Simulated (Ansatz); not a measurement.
Strength of the C–C bond: C5H9N → C4H9 + CN

Species: C5H9N `CC(C)(C)C#N`, singlet; C4H9 `C[C](C)C`, doublet; CN, doublet. 

Shapes, held fixed at every level: PBE0-D4/def2-TZVP. Programs: Ansatz 0.2.0. The zero-point and thermal change to 298 K, harmonic and unscaled (PBE0-D4/def2-TZVP), is -17.1 kJ/mol.

```
                level                    kind  ΔH(298 K) (kJ/mol)
        HF/def2-TZVPP            Hartree–Fock              +381.3
     SPW92/def2-TZVPP                     LDA              +547.6
    PBE-D4/def2-TZVPP                     GGA              +479.7
  B3LYP-D4/def2-TZVPP           global hybrid              +483.7
   PBE0-D4/def2-TZVPP           global hybrid              +496.4
r2SCAN0-D4/def2-TZVPP           global hybrid              +479.7
   wB97X-V/def2-TZVPP  range-separated hybrid              +515.3
    B2PLYP/def2-TZVPP           double hybrid              +487.4
```

B2PLYP/def2-TZVPP gives ΔH(298 K) = +487.4 kJ/mol; the levels span +381.3 to +547.6. The median of the levels is +485.5. Hartree–Fock misses the correlation of the pair that is broken and comes out low. No measured value is set beside it here. Spin contamination: CN (⟨S²⟩ up to 1.11). Open shells run unrestricted unless RO is named.
